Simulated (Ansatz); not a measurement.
The input, for Ansatz 0.2.0:

```yaml
crystal:
  periodic: [false, false, false]
  atoms:
    - {symbol: Ti, position_ang: [0.000000, 0.000000, 0.000000]}
    - {symbol: H, position_ang: [0.000000, 0.000000, 1.753968]}
basis:
  gaussian: {orbitals: def2-TZVP}
magnetization: {spin_polarized: true, initial_magnetization: 5}
correlation: {method: ccsdt_q, electrons: outside_noble_gas}
```

```sh
$ ansatz run in.yaml --threads 1 --pin off --events-out ev --progress --plain --max-ram 2393MiB
```

The program prints:

```
760 factors; integrals over basis functions are off by at most 2.1e-7 eV
mean field evaluation 1: about -23096.5305 eV, gradient 1.8e1 eV
mean field evaluation 2: about -23096.5316 eV, gradient 1.8e1 eV
mean field evaluation 4: about -23097.9951 eV, gradient 2.6e0 eV
mean field evaluation 8: about -23098.1326 eV, gradient 1.1e-2 eV
mean field evaluation 16: about -23096.7337 eV, gradient 5.1e-1 eV
mean field evaluation 32: about -23098.1290 eV, gradient 2.6e-1 eV
mean field evaluation 64: about -23097.6930 eV, gradient 7.6e-6 eV
mean field evaluation 96: about -23097.7854 eV, gradient 1.7e0 eV
mean field evaluation 128: about -23096.6845 eV, gradient 1.6e0 eV
mean field evaluation 160: about -23097.6817 eV, gradient 1.7e0 eV
...
mean field -23098.13260573 eV, -848.8407167838 hartree, gradient 2.5e-6 eV, S^2 8.751989; 30 other end points of the search recorded, 0 dependent functions left out
determinant -23098.13260573 eV, -848.8407167838 hartree, with singles and doubles -23099.24761192 eV, -848.8816925058 hartree
determinant -23097.69299774 eV, -848.8245614882 hartree, with singles and doubles -23098.76588196 eV, -848.8639892564 hartree
determinant -23097.46772190 eV, -848.8162827539 hartree, with singles and doubles -23098.62314602 eV, -848.8587438070 hartree
determinant -23097.08068202 eV, -848.8020593007 hartree, with singles and doubles -23098.25321318 eV, -848.8451490260 hartree
determinant -23097.01880756 eV, -848.7997854560 hartree, with singles and doubles -23098.39224101 eV, -848.8502582044 hartree
determinant -23096.75587961 eV, -848.7901230322 hartree, with singles and doubles -23097.47126028 eV, -848.8164127869 hartree
determinant -23096.74879760 eV, -848.7898627730 hartree, with singles and doubles -23097.57881294 eV, -848.8203652743 hartree
determinant -23096.59629140 eV, -848.7842582738 hartree, with singles and doubles -23097.40314531 eV, -848.8139096081 hartree
determinant -23096.58706749 eV, -848.7839193011 hartree, with singles and doubles -23097.35987065 eV, -848.8123192937 hartree
determinant -23096.48651468 eV, -848.7802240536 hartree, with singles and doubles -23097.36999635 eV, -848.8126914063 hartree
determinant -23095.98891024 eV, -848.7619374277 hartree, with singles and doubles -23096.67481914 eV, -848.7871441148 hartree
determinant -23095.46738043 eV, -848.7427715608 hartree, with singles and doubles -23097.16794195 eV, -848.8052660439 hartree
determinant -23095.34883268 eV, -848.7384150114 hartree, with singles and doubles -23096.27252016 eV, -848.7723598999 hartree
determinant -23095.11532790 eV, -848.7298338688 hartree, with singles and doubles -23096.99751449 eV, -848.7990029502 hartree
determinant -23095.03520783 eV, -848.7268895105 hartree, with singles and doubles -23096.17693362 eV, -848.7688471596 hartree
determinant -23098.13260573 eV, -848.8407167838 hartree, with singles and doubles -23099.26155131 eV, -848.8822047686 hartree
determinant -23097.69299774 eV, -848.8245614882 hartree, with singles and doubles -23098.77733520 eV, -848.8644101548 hartree
9 core orbitals not correlated: weight in the atoms' cores, before any rotation towards them, 0.998 or more for the frozen orbitals, at most 0.002 for the correlated occupied ones
reference -23098.13260573 eV, -848.8407167838 hartree; 5, 0 occupied and 37, 42 virtual orbitals, 760 factors
second order -0.86018701 eV of doubles, -0.00000000 eV of singles
...
cycle  13  -1.16356607 eV  change    6.0e-5 eV  update   5.6e-5
cycle  14  -1.16354906 eV  change    1.7e-5 eV  update   3.6e-5
cycle  15  -1.16356809 eV  change   -1.9e-5 eV  update   2.5e-5
cycle  16  -1.16357220 eV  change   -4.1e-6 eV  update   1.6e-5
cycle  17  -1.16356842 eV  change    3.8e-6 eV  update   8.2e-6
cycle  18  -1.16356830 eV  change    1.2e-7 eV  update   4.2e-6
cycle  19  -1.16357083 eV  change   -2.5e-6 eV  update   2.3e-6
cycle  20  -1.16357166 eV  change   -8.3e-7 eV  update   1.3e-6
cycle  21  -1.16357043 eV  change    1.2e-6 eV  update   7.0e-7
cycle  22  -1.16357030 eV  change    1.3e-7 eV  update   3.7e-7
perturbative correction -0.00087971 eV, -0.0000323286 hartree
Total energy: -23099.29705573 eV, -848.8835095321 hartree
```

Ran on 1 thread of Intel Xeon 6975P-C, shared host: 11 s wall, 0.2 GiB peak host memory.
